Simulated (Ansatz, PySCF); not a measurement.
Molecule: C₄H₄N, charge 0, multiplicity 2. It need not be the lowest isomer of its formula. SMILES: [c]1cc[nH]c1
Coordinates optimised at B3LYP-D3(BJ)/def2-TZVP (Ansatz, an electronic-structure program):
```xyz
9

H      0.0018     0.0447     2.0683
N      0.0012     0.0470     1.0637
C      0.0125     1.1797     0.2746
C     -0.0110    -1.0751     0.2784
C      0.0069     0.7218    -1.0097
C     -0.0078    -0.6842    -1.0463
H      0.0231     2.1687     0.6953
H     -0.0211    -2.0606     0.7125
H     -0.0151    -1.3345    -1.9036
```
Charge 0, spin multiplicity 2.
Markedly spin-contaminated UHF reference, which strains HF, MP2 and, less, CCSD(T): [c]1cc[nH]c1.

Property: enthalpy of formation at 298 K (from the atomisation energy, B3LYP-D3(BJ)/def2-TZVP harmonic zero-point and thermal terms from PySCF, and the atoms' enthalpies of formation in the G2/97 table; no spin-orbit terms, and no core term in the frozen-core levels), in kcal/mol. Valence correlation only, unless marked. Open shells are spin-unrestricted. No spin-orbit coupling. No relativistic terms. The coupled-cluster limit lacks core correlation, which all-electron functionals hold. CBS(X,Y): correlation extrapolated as X^-3; Hartree-Fock from the larger set. The bracket is a focal-point correction in the basis named.

```
level                                                     program  enthalpy of formation at 298 K (kcal/mol)
-------------------------------------------------  --------------  -----------------------------------------
RI-HF/cc-pVTZ                                              Ansatz                                      374.1
HSE06-D4/def2-TZVPD                                Ansatz + dftd4                                       71.4
CAM-B3LYP-D3(BJ)/def2-TZVPD                        Ansatz + dftd3                                       86.8
LC-wPBE-D3(BJ)/def2-TZVPD                          Ansatz + dftd3                                       80.2
MP2/6-31G                                                  Ansatz                                      237.5
MP2/6-31G*                                                 Ansatz                                      161.0
RI-MP2/cc-pVQZ                                             Ansatz                                       87.6
CCSD(T)/STO-3G                                             Ansatz                                      141.1
CCSD(T)/cc-pVDZ                                            Ansatz                                      177.3
RI-MP2/CBS(cc-pVTZ,cc-pVQZ)+[CCSD(T)-MP2]/cc-pVDZ          Ansatz                                       98.3
```
